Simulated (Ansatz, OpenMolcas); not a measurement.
The same job for OpenMolcas

This Ansatz 0.2.0 job computes SiH4 (silane):

input.yaml:
```yaml
crystal:
  periodic: [false, false, false]
  atoms:
    - {symbol: Si, position_ang: [-0.374786, -1.106999, 0.211172]}
    - {symbol: H, position_ang: [0.592814, -1.795399, 1.102172]}
    - {symbol: H, position_ang: [-1.705786, -1.062099, 0.867272]}
    - {symbol: H, position_ang: [-0.479886, -1.847299, -1.071328]}
    - {symbol: H, position_ang: [0.468500, 1.383800, -0.264200]}
basis:
  gaussian: {orbitals: cc-pVTZ}
hamiltonian: {xc: {name: B2PLYP}}
correlation: {frozen_orbitals: {H: 0, Si: 5}}
accuracy: high
output: {orbitals: {seedname: orbitals}}
```

```bash
$ ansatz run input.yaml --threads 1 --pin off --max-ram 3480MiB --events-out events.jsonl --progress --plain --runs-dir runs
```

The Si1–H5 distance was set to 2.672 Å, away from the relaxed value.

It gives a total energy of -291.638148 Eh.

Question: Translate the job to OpenMolcas 26.06 as an input file of the program's own.

Answer: For example:

job.inp:
```
&GATEWAY
 BasLib
 $CurrDir
 Coord
 5
 angstrom
 Si      -0.374786      -1.106999       0.211172
 H        0.592814      -1.795399       1.102172
 H       -1.705786      -1.062099       0.867272
 H       -0.479886      -1.847299      -1.071328
 H        0.468500       1.383800      -0.264200
 Basis
 cc-pVTZ
 Group
 NoSym

&SEWARD
 GridInput
 Grid=UltraFine
 End of Grid

&SCF
 KSDFT
 B2PLYP_SCF
 Thresholds
 1e-10 1e-07 1e-07 1e-05
 PrOrbitals
 1 2

&MBPT2
 Frozen
 5
```

```bash
$ export MOLCAS_MEM=1860
$ pymolcas job.inp > job.log
```

(Basis files named in the input come from the Basis Set Exchange and aren't shown.)

Its energy is -291.638148 Eh, 0.000 mEh from the first.
